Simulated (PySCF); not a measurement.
# A workflow on CClO+ (SMILES [O+]#CCl)

We compute a structure relaxation (HF/def2-SVPD), then the harmonic vibrations, then a single-point energy (MP2/6-311G), then ionisation energies (EOM-CCSD/SBKJC) of CClO+. 

The calculation is run with PySCF 2.14.0.

## Step 1: The structure to begin with

CClO+: 3 atoms, total charge +1, spin state singlet. SMILES: `[O+]#CCl`. All atoms were displaced at random from a relaxed shape. The run starts from this shape.

Bond lengths: O1–C2 0.929 Å, C2–Cl3 1.689 Å. Angles: O1–C2–Cl3 170.4°.

## Step 2: A structure relaxation at HF/def2-SVPD (sfX2C, density fitting with cc-pvqz-jkfit) (run 1)

run.py reads:

```python
from pyscf import gto
from pyscf.geomopt.geometric_solver import kernel as optimise

mol = gto.M(
    atom=[
    ('O', (-0.676255, 0.901031, -0.211251)),
    ('C', (-0.077521, 0.213986, -0.032583)),
    ('Cl', (0.785736, -1.204469, 0.278193)),
],
    verbose=3,
    basis='def2-svpd',
    charge=1,
    max_memory=1860,
)

myscf = mol.RHF()
myscf = myscf.sfx2c1e()
myscf = myscf.density_fit(auxbasis='cc-pvqz-jkfit')
converged, mol_eq = optimise(myscf, maxsteps=100)
print('converged:', converged)
print(mol_eq.tostring())

myscf.reset(mol_eq)
mol = mol_eq
myscf.kernel()
e_tot = myscf.e_tot
print('E(%s) = %.9f' % ('HF', e_tot))
```

Launch:

```
OMP_NUM_THREADS=1 python run.py
```

Log:

```text
maxiter                   100
----------------------------------------------------------
Custom engine selected.
Bonds will be generated from interatomic distances less than 1.20 times sum of covalent radii
9 internal coordinates being used (instead of 9 Cartesians)
Internal coordinate system (atoms numbered from 1):
Distance 1-2
Distance 2-3
LinearAngleX 1-2-3
LinearAngleY 1-2-3
Translation-X 1-3
Translation-Y 1-3
Translation-Z 1-3
Rotation-A 1-3
Rotation-B 1-3
Rotation-C 1-3
> ===== Optimization Info: ====
> Job type: Energy minimization
> Maximum number of optimization cycles: 100
> Initial / maximum trust radius (Angstrom): 0.100 / 0.300
> Convergence Criteria:
> Will converge when all 5 criteria are reached:
>  |Delta-E| < 1.00e-06
>  RMS-Grad  < 3.00e-04
>  Max-Grad  < 4.50e-04
>  RMS-Disp  < 1.20e-03
>  Max-Disp  < 1.80e-03
> === End Optimization Info ===

[... 7 lines left out ...]
WARN: Mole.unit (angstrom) is changed to Bohr
[... 1 line left out ...]
converged SCF energy = -572.837948899761
[... 7 lines left out ...]
Step    0 : Gradient = 7.952e-01/9.955e-01 (rms/max) Energy = -572.8379488998
[... 8 lines left out ...]
converged SCF energy = -572.943733825664
[... 16 lines left out ...]
converged SCF energy = -572.962841457362
[... 16 lines left out ...]
converged SCF energy = -572.966013558697
[... 16 lines left out ...]
converged SCF energy = -572.966196142982
[... 16 lines left out ...]
converged SCF energy = -572.966201510754
[... 10 lines left out ...]
Geometry optimization cycle 7
Cartesian coordinates (Angstrom)
 Atom        New coordinates             dX        dY        dZ
   O  -0.687814   0.986561  -0.223679   -0.000561 -0.000341 -0.000046
   C  -0.080197   0.101743  -0.019051    0.000846  0.000555  0.000064
  Cl   0.799971  -1.177756   0.277089   -0.000285 -0.000214 -0.000018
converged SCF energy = -572.966202123904
--------------- DFsfX2C1eRHF_Scanner gradients ---------------
         x                y                z
0 O    -0.0000943906     0.0002268614    -0.0000428717
1 C     0.0000615026    -0.0002407191     0.0000394509
2 Cl     0.0000328880     0.0000138577     0.0000034208
----------------------------------------------
cycle 7: E = -572.966202124  dE = -6.1315e-07  norm(grad) = 0.000356067
Step    6 : Displace = 7.260e-04/1.020e-03 (rms/max) Trust = 3.000e-01 (=) Grad = 2.056e-04/2.516e-04 (rms/max) E (change) = -572.9662021239 (-6.132e-07) Quality = 1.214
Hessian Eigenvalues: 5.00000e-02 5.00000e-02 5.00000e-02 ... 2.17968e-01 3.84308e-01 2.00455e+00
Converged! =D

converged: True
O          -0.68781431        0.98656096       -0.22367893
C          -0.08019718        0.10174270       -0.01905137
Cl          0.79997148       -1.17775566        0.27708930
converged SCF energy = -572.966202123903
E(HF) = -572.966202124
```

It took 5.7 s on 1 thread of Arm Neoverse V2, shared host; peak memory 0.19 GiB.

The path in brief:

```csv
step,energy from the first frame kept (eV),largest force (eV/Å)
0,0.0000,51.1907
1,-2.8786,17.5670
2,-3.3985,5.9255
3,-3.4848,1.3062
4,-3.4898,0.1550
5,-3.4899,0.0178
6,-3.4899,0.0129
```

After the run. Bond lengths: O1–C2 1.093 Å, C2–Cl3 1.581 Å. Angles: O1–C2–Cl3 180.0°.

## Step 3: Vibrational wavenumbers at HF/def2-SVPD (sfX2C, density fitting with cc-pvqz-jkfit) (run 2)

job.py reads:

```python
from pyscf import gto, scf, symm
from pyscf.hessian import thermo

system = gto.M(
    atom=[
    ('O', (0.000000, 0.000000, -1.255456)),
    ('C', (0.000000, 0.000000, -0.162765)),
    ('Cl', (0.000000, 0.000000, 1.418220)),
],
    max_memory=1860,
    charge=1,
    verbose=3,
    basis='def2-svpd',
    spin=0,
)

calc0 = scf.RHF(system)
calc0 = calc0.x2c()
calc0 = calc0.density_fit(auxbasis='cc-pvqz-jkfit')
calc0.kernel()

etot = calc0.e_tot
print('Final energy', etot)
hess = calc0.Hessian().kernel()
modes = thermo.harmonic_analysis(system, hess)
thermo.dump_normal_mode(system, modes)
symm.geom.TOLERANCE = 1e-3  # for the symmetry number
th = thermo.thermo(calc0, modes['freq_au'], 800, 101325)
thermo.dump_thermo(system, th)
```

Launch:

```
OMP_NUM_THREADS=1 python job.py
```

Log:

```text
converged SCF energy = -572.966202165563
Final energy -572.9662021655633
Mode                                 0                   1                   2
Irrep
Freq [cm^-1]                      507.6835            507.6835            815.7029
Reduced mass [au]                  13.0267             13.0267             19.4713
Force const [Dyne/A]                1.9782              1.9782              7.6332
Char temp [K]                     730.4435            730.4435           1173.6148
Normal mode                   x     y     z       x     y     z       x     y     z
       0   O                -0.01 -0.11  0.00    0.11 -0.01 -0.00    0.00 -0.00  0.15
       1   C                 0.02  0.25 -0.00   -0.25  0.02 -0.00   -0.00  0.00  0.13
       2  Cl                -0.00 -0.03 -0.00    0.03 -0.00  0.00    0.00 -0.00 -0.11
Mode                                 3
Irrep
Freq [cm^-1]                     2618.5600
Reduced mass [au]                  13.2735
Force const [Dyne/A]               53.6242
Char temp [K]                    3767.5248
Normal mode                   x     y     z
       0   O                -0.00  0.00  0.15
       1   C                 0.00 -0.00 -0.23
       2  Cl                -0.00  0.00  0.01
temperature 800.0000 [K]
pressure 101325.00 [Pa]
Rotational constants [GHz] inf 5.99677 5.99677
Symmetry number 1
Zero-point energy (ZPE) 0.01014 [Eh]   26614.696 [J/mol]
                           tot       elec      trans        rot        vib
Entropy [J/mol/K]       280.248      0.000    181.025     74.249     24.974
Cv [J/mol/K]             44.969      0.000     12.472      8.314     24.183
Cp [J/mol/K]             53.284      0.000     20.786      8.314     24.183
Internal energy [J/mol]                      9977.352   6651.568  37965.806
Internal energy [Eh]   -572.94541  -572.96620
Enthalpy [J/mol]                            16628.920   6651.568  37965.806
Enthalpy [Eh]          -572.94287
Gibbs free energy [J/mol]                  -128190.830 -52747.617  17986.355
Gibbs free energy [Eh] -573.02827
```

Run time: 11 s. Hardware: 1 thread of Arm Neoverse V2, shared host; peak memory 0.41 GiB.

## Step 4: A single-point energy at MP2/6-311G (density fitting with cc-pvtz-jkfit) (run 3)

input.py reads:

```python
from pyscf import gto, scf, mp

molecule = gto.M(
    atom='''
O       -0.687814       0.986561      -0.223679
C       -0.080197       0.101743      -0.019051
Cl       0.799971      -1.177756       0.277089
''',
    max_memory=1860,
    verbose=4,
    charge=1,
    basis='6-311g',
    spin=0,
)

mf = scf.RHF(molecule)
mf = mf.density_fit(auxbasis='cc-pvtz-jkfit')
mf.kernel()

pt = mp.MP2(mf, frozen=7).run()
e_final = pt.e_tot
print('E = %.10f Eh' % e_final)
```

Launch:

```
OMP_NUM_THREADS=1 python input.py
```

Log:

```text
PySCF version 2.14.0

[INPUT] num. atoms = 3
[INPUT] num. electrons = 30
[INPUT] charge = 1
[INPUT] spin (= nelec alpha-beta = 2S) = 0
[INPUT] symmetry False subgroup None
[INPUT] Mole.unit = angstrom
[INPUT] Symbol           X                Y                Z      unit          X                Y                Z       unit  Magmom
[INPUT]  1 O     -0.687814000000   0.986561000000  -0.223679000000 AA   -1.299780084642   1.864330095177  -0.422692049817 Bohr   0.0
[INPUT]  2 C     -0.080197000000   0.101743000000  -0.019051000000 AA   -0.151550366012   0.192266405092  -0.036001172399 Bohr   0.0
[INPUT]  3 Cl     0.799971000000  -1.177756000000   0.277089000000 AA    1.511726097594  -2.225636281563   0.523622322130 Bohr   0.0

nuclear repulsion = 84.3039123152723
number of shells = 25
number of NR pGTOs = 95
number of NR cGTOs = 47
basis = 6-311g
ecp = {}

******** <class 'pyscf.df.df_jk.DFRHF'> ********
method = DFRHF
initial guess = minao
damping factor = 0
level_shift factor = 0
DIIS = <class 'pyscf.scf.diis.CDIIS'>
diis_start_cycle = 1
diis_space = 8
diis_damp = 0
SCF conv_tol = 1e-09
SCF conv_tol_grad = None
SCF max_cycles = 50
direct_scf = False
Set gradient conv threshold to 3.16228e-05
Initial guess from minao.
******** <class 'pyscf.df.df.DF'> ********
auxbasis = cc-pvtz-jkfit
init E= -573.036668498147
  HOMO = -0.46118531241745  LUMO = 0.0821595216909512  gap/eV = 14.78517
cycle= 1 E= -571.597475411159  delta_E= 1.44  |g|= 0.833  |ddm|= 1.82
  HOMO = -0.864786535037432  LUMO = -0.287625046051389  gap/eV = 15.70536
cycle= 2 E= -571.695377525487  delta_E= -0.0979  |g|= 0.754  |ddm|= 1.18
  HOMO = -0.831156856280364  LUMO = -0.213661389664335  gap/eV = 16.80291
cycle= 3 E= -571.795263591569  delta_E= -0.0999  |g|= 0.102  |ddm|= 0.424
  HOMO = -0.815267326877835  LUMO = -0.168731378026653  gap/eV = 17.59314
cycle= 4 E= -571.797536604826  delta_E= -0.00227  |g|= 0.0303  |ddm|= 0.0902
  HOMO = -0.809089881047894  LUMO = -0.168293859783419  gap/eV = 17.43695
cycle= 5 E= -571.797868307651  delta_E= -0.000332  |g|= 0.00995  |ddm|= 0.0519
  HOMO = -0.811166296177047  LUMO = -0.167738654541297  gap/eV = 17.50856
cycle= 6 E= -571.797923992397  delta_E= -5.57e-05  |g|= 0.00389  |ddm|= 0.018
  HOMO = -0.811034226115208  LUMO = -0.167909196579039  gap/eV = 17.50032
cycle= 7 E= -571.797932116423  delta_E= -8.12e-06  |g|= 0.000607  |ddm|= 0.00889
  HOMO = -0.811008446347249  LUMO = -0.167813529032048  gap/eV = 17.50223
cycle= 8 E= -571.797932301775  delta_E= -1.85e-07  |g|= 7.4e-05  |ddm|= 0.00134
  HOMO = -0.811003150322702  LUMO = -0.167802171167855  gap/eV = 17.50239
cycle= 9 E= -571.797932304836  delta_E= -3.06e-09  |g|= 1.33e-05  |ddm|= 0.000177
  HOMO = -0.811003080754381  LUMO = -0.167802175567053  gap/eV = 17.50239
cycle= 10 E= -571.797932304937  delta_E= -1.01e-10  |g|= 3.28e-06  |ddm|= 3.39e-05
  HOMO = -0.811003630617782  LUMO = -0.167802308913875  gap/eV = 17.50240
Extra cycle  E= -571.797932304943  delta_E= -5.46e-12  |g|= 1.69e-06  |ddm|= 4.04e-06
converged SCF energy = -571.797932304943

******** <class 'pyscf.mp.dfmp2.DFRMP2'> ********
nocc = 8, nmo = 40
frozen orbitals 7
E(DFRMP2) = -572.092649845004  E_corr = -0.294717540061382
E(SCS-DFRMP2) = -572.081612385226  E_corr = -0.283680080282844
E_corr(same-spin) = -0.0807472705278619
E_corr(oppo-spin) = -0.21397026953352
E = -572.0926498450 Eh
```

Run time: 0.58 s. Hardware: 1 thread of Arm Neoverse V2, shared host; peak memory 0.1 GiB.

## Step 5: Ionisation energies at EOM-CCSD/SBKJC (core potential, root kind ip) (run 4)

start.xyz reads:

```xyz
3

O     -0.687814     0.986561    -0.223679
C     -0.080197     0.101743    -0.019051
Cl     0.799971    -1.177756     0.277089
```

input.py reads:

```python
import numpy
from pyscf import gto, cc

mol = gto.M(
    atom='start.xyz',
    basis='sbkjc',
    spin=0,
    ecp='sbkjc',
    max_memory=1860,
    verbose=4,
    charge=1,
)

mf = mol.RHF()
mf.kernel()

mycc = cc.CCSD(mf)
mycc.kernel()
e_tot = mycc.e_tot
print('E(%s) = %.9f' % ('EOM-CCSD', e_tot))

e, vec = mycc.ipccsd(nroots=3)
roots = numpy.atleast_1d(e) * 27.211386
print('EOM-IP-CCSD roots (eV)')
for i, w in enumerate(roots, 1):
    print('%3d %10.4f' % (i, w))
```

Launch:

```
OMP_NUM_THREADS=1 python input.py
```

Log:

```text
PySCF version 2.14.0

[INPUT] num. atoms = 3
[INPUT] num. electrons = 16
[INPUT] charge = 1
[INPUT] spin (= nelec alpha-beta = 2S) = 0
[INPUT] symmetry False subgroup None
[INPUT] Mole.unit = angstrom
[INPUT] Symbol           X                Y                Z      unit          X                Y                Z       unit  Magmom
[INPUT]  1 O     -0.687814000000   0.986561000000  -0.223679000000 AA   -1.299780084642   1.864330095177  -0.422692049817 Bohr   0.0
[INPUT]  2 C     -0.080197000000   0.101743000000  -0.019051000000 AA   -0.151550366012   0.192266405092  -0.036001172399 Bohr   0.0
[INPUT]  3 Cl     0.799971000000  -1.177756000000   0.277089000000 AA    1.511726097594  -2.225636281563   0.523622322130 Bohr   0.0

nuclear repulsion = 29.3075883976326
number of shells = 12
number of NR pGTOs = 48
number of NR cGTOs = 24
basis = sbkjc
ecp = sbkjc

[... 39 lines left out ...]
converged SCF energy = -35.3924267966005
[... 11 lines left out ...]
Init t2, MP2 energy = -35.6211639067172  E_corr(MP2) -0.228737110116695
[... 12 lines left out ...]
CCSD converged
[... 3 lines left out ...]
******** <class 'pyscf.cc.eom_rccsd.EOMIP'> ********
max_space = 20
max_cycle = 50
conv_tol = 1e-07
partition = None
EOM-CCSD root 0 E = 0.7692542221805341  qpwt = 0.962405  conv = True
EOM-CCSD root 1 E = 0.769254225985293  qpwt = 0.962405  conv = True
EOM-CCSD root 2 E = 0.9412127334578625  qpwt = 0.926801  conv = True
EOM-IP-CCSD roots (eV)
  1    20.9325
  2    20.9325
  3    25.6117
```

Wall time 0.82 s (1 thread of Arm Neoverse V2, shared host); peak memory 0.12 GiB.

## Step 6: Outcome

```
                                                                   quantity             value
                               run 1, HF/def2-SVPD: total energy at the end     -572.96620 Eh
                                           run 1, HF/def2-SVPD: HOMO energy         -22.15 eV
                                           run 1, HF/def2-SVPD: LUMO energy          -4.39 eV
                                         run 1, HF/def2-SVPD: HOMO–LUMO gap          17.76 eV
                            run 2, HF/def2-SVPD: lowest harmonic wavenumber          508 cm⁻¹
                           run 2, HF/def2-SVPD: highest harmonic wavenumber         2619 cm⁻¹
                                     run 2, HF/def2-SVPD: zero-point energy       26.6 kJ/mol
run 2, HF/def2-SVPD: ideal-gas entropy at 800 K (symmetry number 1 as used)  67.0 cal/(mol K)
                                            run 3, MP2/6-311G: total energy     -572.09265 Eh
                     run 3, MP2/6-311G: HOMO energy (Hartree–Fock orbitals)         -22.07 eV
                     run 3, MP2/6-311G: LUMO energy (Hartree–Fock orbitals)          -4.57 eV
                   run 3, MP2/6-311G: HOMO–LUMO gap (Hartree–Fock orbitals)          17.50 eV
             run 3, MP2/6-311G: correlation energy (7 core orbitals frozen)        -294.7 mEh
                   run 4, EOM-CCSD/SBKJC: ground-state or mean-field energy      -35.62057 Eh
                 run 4, EOM-CCSD/SBKJC: HOMO energy (Hartree–Fock orbitals)         -22.12 eV
                 run 4, EOM-CCSD/SBKJC: LUMO energy (Hartree–Fock orbitals)          -4.61 eV
               run 4, EOM-CCSD/SBKJC: HOMO–LUMO gap (Hartree–Fock orbitals)          17.52 eV
                                  run 4, EOM-CCSD/SBKJC: correlation energy        -228.1 mEh
                                       run 4, EOM-CCSD/SBKJC: T1 diagnostic             0.017
                             run 4, EOM-CCSD/SBKJC: first ionisation energy          20.93 eV
```

The optimisation (run 1, HF/def2-SVPD) took 6 steps and changed the energy by -3.490 eV. Mulliken charges (run 1, HF/def2-SVPD) run from -0.24 on O1 to +1.33 on C2; in a basis this large or diffuse they mean little. All 4 modes (run 2, HF/def2-SVPD) are real, so the shape is a minimum at this level. Mulliken charges (run 3, MP2/6-311G) of the mean-field density run from -0.07 on O1 to +0.55 on C2. Mulliken charges (run 4, EOM-CCSD/SBKJC) of the mean-field density run from +0.19 on C2 to +0.52 on Cl3; they depend strongly on the basis.
